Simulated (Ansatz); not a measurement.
Results of BLYP (PAW; Ansatz, a program for electronic structure) for chalcopyrite CdGeAs2.

Settings: plane-wave cutoff 520 eV, 8×8×8 k mesh, Fermi–Dirac smearing 0.01 eV, scalar-relativistic PAW data made under PBE.

Energies at three volumes about the minimum:

```json
[
 {"V (Å³/atom)": "27.456", "E − E_lowest (meV/atom)": "1.61"},
 {"V (Å³/atom)": "28.017", "E − E_lowest (meV/atom)": "0.00"},
 {"V (Å³/atom)": "28.577", "E − E_lowest (meV/atom)": "1.40"}
]
```

Question: Fit a parabola by hand: where is the minimum, and what is the bulk modulus?

Answer: Slopes: (0.00 − 1.61)/(28.017 − 27.456) = -2.870 and (1.40 − 0.00)/(28.577 − 28.017) = 2.500 meV/Å³. Curvature E″ = 2 × (2.500 − (-2.870))/(28.577 − 27.456) = 9.581 meV/Å⁶. From the middle of the first interval, the slope vanishes at V0 = 27.7365 − (-2.870)/9.581 = 28.036 Å³/atom. B = V0 E″ = 28.036 × 9.581 meV/Å³ × 0.1602 GPa per meV/Å³ = 43.0 GPa. The full Birch–Murnaghan fit to all volumes gives V0 = 28.025 Å³/atom and B0 = 42.9 GPa.

Shape and atoms are relaxed at each volume.

Measured, for comparison: bulk modulus 69.9 GPa (temperature not stated, not corrected to a static lattice; as tabulated in Toher et al. (2017), arXiv:1611.05714). Computed (rounded) less measured: bulk modulus -39 %.

Note: the cell is over a tenth larger than the published one: the level's own overestimate first of all, though another phase or state, or a fault of the published cell, is possible; the bulk modulus comes from volumes at which shape and atoms were relaxed.
